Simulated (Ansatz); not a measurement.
Cubic Cu3N, treated with PBE (Ansatz, a program for electronic structure, PAW).

Numerical settings: plane-wave cutoff 520 eV, 10×10×10 k mesh, Fermi–Dirac smearing 0.01 eV, no spin polarisation, scalar-relativistic PAW data made under PBE.

Cell (measured lattice):

```
Cu3N
1.0
    3.80700     0.00000     0.00000
    0.00000     3.80700     0.00000
    0.00000     0.00000     3.80700
Cu N
3 1
Cartesian
  1.90350   0.00000   0.00000
  0.00000   1.90350   0.00000
  0.00000   0.00000   1.90350
  0.00000   0.00000   0.00000
```

Estimate the band gap, smallest direct gap on the k points sampled and Γ–Γ gap that the calculation returns.


- band gap = 0.17 eV (indirect)
- smallest direct gap on the k points sampled = 0.70 eV
- Γ–Γ gap = 2.78 eV

Note: cell and atoms aren't relaxed at this level (pressure 2.0 GPa).

Computed values are for the static lattice.

Cost on a shared machine: around 16 core-seconds (rough).
